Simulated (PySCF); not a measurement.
# C5H8: the cost of one run

Method: levels as typed in each script, gas phase, geometry from GFN2-xTB; program: PySCF 2.14.0.

### 1 Where the work starts

SMILES `C=C1CCC1`, 13 atoms, charge 0, spin multiplicity 1.

Bond lengths: C1–C2 1.316 Å, C1–H6 1.078 Å, C1–H7 1.077 Å, C2–C3 1.505 Å, C2–C5 1.506 Å, C3–C4 1.540 Å, C3–H8 1.090 Å, C3–H9 1.089 Å, C4–C5 1.540 Å, C4–H10 1.088 Å, C4–H11 1.088 Å, C5–H12 1.090 Å, C5–H13 1.090 Å. Angles: C2–C1–H6 121.7°, C2–C1–H7 121.7°, H6–C1–H7 116.6°, C1–C2–C3 133.8°, C1–C2–C5 133.7°, C3–C2–C5 92.5°, C2–C3–C4 88.8°, C2–C3–H8 114.4°, C2–C3–H9 114.4°, C4–C3–H8 115.0°, C4–C3–H9 115.0°, H8–C3–H9 108.4°, C3–C4–C5 89.8°, C3–C4–H10 114.3°, C3–C4–H11 114.3°, C5–C4–H10 114.3°, C5–C4–H11 114.3°, H10–C4–H11 108.9° and more.

As a file:

```xyz
13
charge 0, multiplicity 1
C    -1.9279    0.0000   -0.0001
C    -0.6117   -0.0002    0.0003
C     0.4291   -1.0876    0.0000
C     1.5196    0.0002   -0.0003
C     0.4292    1.0876    0.0000
H    -2.4940    0.9168   -0.0001
H    -2.4941   -0.9166    0.0000
H     0.4135   -1.7247   -0.8837
H     0.4144   -1.7245    0.8837
H     2.1521   -0.0001    0.8850
H     2.1522    0.0000   -0.8849
H     0.4128    1.7249   -0.8837
H     0.4137    1.7247    0.8838
```

### 2 Excited states (PBE0/def2-svpd)

The input, input.py:

```python
import numpy as np
from pyscf import gto, scf, dft, tdscf
from pyscf.scf import atom_ks, atom_hf
from scipy.linalg import block_diag

def solve(mol, dm0=None, hcore=None):
    mf = (dft.UKS if mol.spin else dft.RKS)(mol, xc='pbe0')
    mf.grids.level = 3
    mf = mf.density_fit(auxbasis='def2-universal-jkfit')
    mf.conv_tol, mf.max_cycle = 1e-8, 80
    if hcore is not None:
        mf.get_hcore = lambda *args: hcore
    mf.kernel(dm0)
    if not mf.converged:
        mf = mf.newton().run(mf.mo_coeff, mf.mo_occ, max_cycle=30)
    assert mf.converged, 'SCF not converged'
    return mf

mol = gto.M(atom='''
C     -1.92791     0.00000    -0.00011
C     -0.61167    -0.00024     0.00025
C      0.42907    -1.08761     0.00003
C      1.51958     0.00019    -0.00025
C      0.42916     1.08759     0.00004
H     -2.49404     0.91680    -0.00005
H     -2.49412    -0.91656     0.00003
H      0.41354    -1.72471    -0.88369
H      0.41438    -1.72451     0.88373
H      2.15215    -0.00014     0.88502
H      2.15218    -0.00004    -0.88490
H      0.41283     1.72492    -0.88366
H      0.41367     1.72469     0.88376
''', basis='def2-svpd', charge=0, spin=0, verbose=4)
mf = solve(mol)
td = mf.TDA()
td.nstates, td.singlet, td.conv_tol = 5, True, 1e-5
td.kernel()
td.analyze()
x, y = np.array([p[0] for p in td.xy]), np.array([p[1] + 0 * p[0] for p in td.xy])
f, mu = td.oscillator_strength(), td.transition_dipole()
nto = [td.get_nto(state=i + 1, verbose=4) for i in range(len(td.e))]
# spherically averaged free atoms, for the promolecule
atm = atom_ks.get_atm_nrks(mol, xc='pbe0')
pro = block_diag(*[(atm[a[0]][2] * atm[a[0]][3]) @ atm[a[0]][2].T for a in mol._atom])
np.savez('result.npz', e=td.e, f=f, ok=td.converged, w=[n[0] for n in nto], nto=[n[1] for n in nto], x=x, y=y, c=mf.mo_coeff, occ=mf.mo_occ, eps=mf.mo_energy, pro=pro, mu=mu)
```

Command:

```bash
$ OMP_NUM_THREADS=1 python input.py
```

What time and memory should one allow on 1 thread of Intel Xeon Platinum 8259CL at 2.50GHz (Skylake/Cascade Lake), shared host?

About 3.4 min, with a peak of 0.82 GiB.
